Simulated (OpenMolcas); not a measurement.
A convergence study on PO (Phosphorus monoxide)

The species is PO (2 atoms), meant as a doublet with charge 0. As SMILES, `O=[P]`. The shape is that of a PBE0-D4/def2-TZVP optimisation.

```xyz
2

O     0.0000    0.0000   -0.0095
P     0.0000    0.0000    1.4645
```

Program: OpenMolcas 26.06. Method: CASPT2(11,8) (RICD fitting, ipea shift 0.25 Eh, pt2 variant MS, 3 states averaged). Swept: basis set. Watched: the lowest excitation energy within this active space. Each run: excited states, 6 core orbitals frozen. Hardware: 1 thread of AMD EPYC 7R43 (Zen 3), shared host.

Deviations are taken from the sweep's last point, which isn't the limit.

| basis set | basis functions | value (eV) | from the best (eV) | wall time |
| --- | --- | --- | --- | --- |
| ANO-L-VDZ | 22 | 0.0114 | +0.0045 | 12 s |
| ANO-L-VDZP | 32 | 0.0100 | +0.0031 | 12 s |
| ANO-L-VTZP | 64 | 0.0074 | +0.0004 | 17 s |
| ANO-L-VQZP | 96 | 0.0069 | 0.0000 | 29 s |

Question: Which is the coarsest setting good to 0.001 eV?

Answer: ANO-L-VTZP: it is 0.0004 eV off and takes 17 s, against 29 s for ANO-L-VQZP.
